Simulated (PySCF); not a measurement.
The first ionisation energy along the noble gases

Calculated with PySCF 2.14 from differences of total energies of unrestricted determinants, without spin-orbit coupling. Values in eV. The last column holds reference values (NIST; (s) semi-empirical, (t) theoretical, else measured). Unmarked ones compare directly (S terms, centres of terms, or small fine structure); those marked * lie between the lowest fine-structure levels and include a spin-orbit shift.

```tsv
element	configurations	UHF	PBE	PBE0	r2SCAN	CCSD (valence)	CCSD(T) (valence)	reference
He (dyall-av2z, non-relativistic)	1s2 → 1s1	23.446	24.465	24.446	24.619	24.415	24.415	24.587
Ne (dyall-av2z, non-relativistic)	[Ne] → [He] 2s2 2p5	19.712	21.704	21.495	21.538	21.268	21.325	21.597
Ar (dyall-av2z, non-relativistic)	[Ar] → [Ne] 3s2 3p5	14.677	15.788	15.805	15.874	15.505	15.530	15.819
Kr (dyall-av2z, non-relativistic)	[Kr] → [Ar] 3d10 4s2 4p5	13.223	14.160	14.217	14.312	13.908	13.929	14.222
Xe (dyall-av2z, non-relativistic)	[Xe] → [Kr] 4d10 5s2 5p5	11.626	12.460	12.535	12.585	12.190	12.207	12.565
```

```
           method  elements  mean error (eV)  mean absolute error (eV)  largest error (eV)
              UHF         5           -1.221                     1.221              -1.884
              PBE         5           -0.043                     0.085              -0.122
             PBE0         5           -0.059                     0.059              -0.141
           r2SCAN         5            0.028                     0.051               0.091
   CCSD (valence)         5           -0.301                     0.301              -0.376
CCSD(T) (valence)         5           -0.277                     0.277              -0.358
```

Errors include the incompleteness of the basis and the frozen core.

"Valence" correlates the outer s and p shells and, in groups 3 to 12 and the f block, the outer d or f shell, open or full, or the next shell where the ion has no valence electron left; the wider scheme adds the next inner shell.
